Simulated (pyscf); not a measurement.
# Four-centre exchange: `[OH][SiH][Cl]` [doublet] + `[OH2]` → `[OH][SiH][OH]` [doublet] + `[ClH]`

Gas phase, doublet surface, charge 0. Bonds broken: Si2–Cl3, H5–O7. Bonds formed: Si2–O7, Cl3–H5. Optimised with ωB97X-D3(BJ)/def2-SVP in PySCF.

Transition state (Å):

```xyz
8

O      0.0951     0.6795    -1.3746
Si     0.6422    -0.0414     0.0028
Cl    -1.4905     0.9767     1.0766
H     -0.6926     1.2201    -1.1967
H     -1.2285    -0.8676     1.0165
H      1.2954     0.6863     1.1374
O     -0.5026    -1.4578     0.5858
H     -0.1365    -2.1207     1.1921
```

One imaginary mode, 239i cm⁻¹; descent along it reached the two sides named, in the forms told below.

| bond | change | reactant side (Å) | saddle | product side |
|---|---|---|---|---|
| Si2–Cl3 | breaks | 2.110 | 2.596 | 3.7 |
| H5–O7 | breaks | 0.970 | 1.030 | 1.820 |
| Si2–O7 | forms | 3.4 | 1.912 | 1.702 |
| Cl3–H5 | forms | 2.535 | 1.864 | 1.307 |

Electronic energies relative to the separated reactants (eV):

| level | barrier | reaction energy | reverse barrier |
|---|---|---|---|
| ωB97X-D3(BJ)/def2-TZVP | 0.81 | +0.14 | 0.67 |
| PBE/def2-TZVP | 0.65 | +0.11 | 0.54 |
| r²SCAN/def2-TZVP | 0.67 | +0.07 | 0.60 |
| B3LYP-D3(BJ)/def2-TZVP | 0.75 | +0.07 | 0.68 |
| PBE0-D3(BJ)/def2-TZVP | 0.69 | +0.12 | 0.56 |
| M06-2X/def2-TZVP | 0.71 | +0.05 | 0.66 |
| ωB97M-D3(BJ)/def2-TZVP | 0.75 | +0.07 | 0.69 |
| HF/def2-TZVP | 1.25 | +0.01 | 1.25 |

With ωB97M-D3(BJ)/def2-TZVP energies and thermal terms (ideal gas, 1 atm, RRHO with modes under 100 cm⁻¹ raised to 100, one conformer, R ln 2 for chiral ones without a mode under 150 cm⁻¹), in eV:

```tsv
T (K)	ΔH‡	ΔG‡	ΔH	ΔG
298	0.75	1.24	0.00	+0.01
600	0.75	1.73	+0.01	+0.02
900	0.77	2.22	+0.03	+0.01
1200	0.79	2.70	+0.05	0.00
```

On the reactant side the descent ends in a bound adduct, 0.39 eV under the separated species and 1.20 eV under the saddle at ωB97X-D3(BJ)/def2-TZVP. On the product side the descent ends in a complex (not fully relaxed), 0.29 eV under the separated species and 0.95 eV under the saddle at ωB97X-D3(BJ)/def2-TZVP. This is the saddle that the search found; another between the same sides may lie lower.
